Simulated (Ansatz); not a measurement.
One change: `N[Si]O` becomes `N[Si]Cl`.

Ansatz, PBE0-D4/def2-TZVP geometries, multiplicity 1. Each molecule was computed in one conformer, which needn't be the lowest.

```
                                                                                  property  `N[Si]O`
ideal-gas entropy at 298 K and 1 bar (rigid rotor, harmonic PBE0-D4/def2-TZVP) / J/(mol·K)       276
                                                   HOMO–LUMO gap (ωB97M-V/def2-TZVPP) / eV     10.24
                                                        LUMO energy (PBE0/def2-TZVPP) / eV     -0.64
                                                       HOMO energy (B3LYP/def2-TZVPP) / eV     -6.59
                                                      HOMO–LUMO gap (PBE0/def2-TZVPP) / eV      6.11
                                                     HOMO–LUMO gap (B3LYP/def2-TZVPP) / eV      5.75
```

Question: Give the same properties after the change, and the shifts. (Best estimate.)

Answer: Ansatz gave: 
```tsv
property	`N[Si]Cl`	shift
ideal-gas entropy at 298 K and 1 bar (rigid rotor, harmonic PBE0-D4/def2-TZVP) / J/(mol·K)	282	6
HOMO–LUMO gap (ωB97M-V/def2-TZVPP) / eV	9.69	-0.55
LUMO energy (PBE0/def2-TZVPP) / eV	-1.53	-0.89
HOMO energy (B3LYP/def2-TZVPP) / eV	-6.94	-0.35
HOMO–LUMO gap (PBE0/def2-TZVPP) / eV	5.59	-0.52
HOMO–LUMO gap (B3LYP/def2-TZVPP) / eV	5.23	-0.52
```

With PBE0 the HOMO falls by 0.37 eV and the LUMO falls by 0.89 eV, so the gap narrows by about 0.52 eV. PBE moves the HOMO by -0.36 eV and ωB97M-V by -0.32 eV. The zero-point energy changes by -31.6 kJ/mol with -3 modes.

B3LYP here is the variant with VWN-RPA as its local correlation; programs differ in this.
